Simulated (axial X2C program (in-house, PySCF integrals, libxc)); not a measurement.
# Worked dissociation energy of HCl⁻: PBE0, with spin–orbit coupling

All values were computed with an in-house relativistic program for diatomic molecules. Two-component (2c) means X2C with spin–orbit coupling and atomic mean-field two-electron Coulomb and Gaunt terms. Basis: Cl dyall-av3z [9s8p3d2f], H dyall-av3z [7s3p2d] (cores contracted in-house); Gaussian nuclei, density fitting, unrestricted open shells. Masses: Cl 34.969 u, H 1.008 u.

Molecular state: Ω = 1/2 (⟨Sz⟩ = 0.50, ⟨Lz⟩ = 0.00 at PBE0).

* E(Cl-) (2M_J = 0): -461.489729 hartree
* E(H) (2M_J = 1): -0.501327 hartree
* E(HCl⁻) at Re: -462.014410 hartree
* ωe: 2366.6 cm⁻¹
* ωexe: 276 cm⁻¹

Question: Work out De and D0.

Answer: De = -461.489729 + (-0.501327) − (-462.014410) = 0.02335 hartree = 0.636 eV. The zero-point energy is ωe/2 − ωexe/4 = 1114 cm⁻¹ = 0.138 eV, so D0 = 0.497 eV.

One determinant describes the state; a PBE0 search over occupations chose it and may have missed a lower one. Dissociation energies refer to the lowest single-determinant-based atoms at the same level and basis. Density functionals use the spin component along the axis (collinear). The highest occupied level is positive at some bond lengths even in Hartree–Fock (under at least one Hamiltonian), so the basis set holds the extra electron there; where that holds at Re the anion is at best weakly bound and its constants depend on the basis.

The levels of this run spread widely (ωe from 1829 to 2367 cm⁻¹), so these constants depend on the method.

Each atomic determinant is the lowest at this level and need not be a pure J level. Totals compare only within one Hamiltonian and basis.
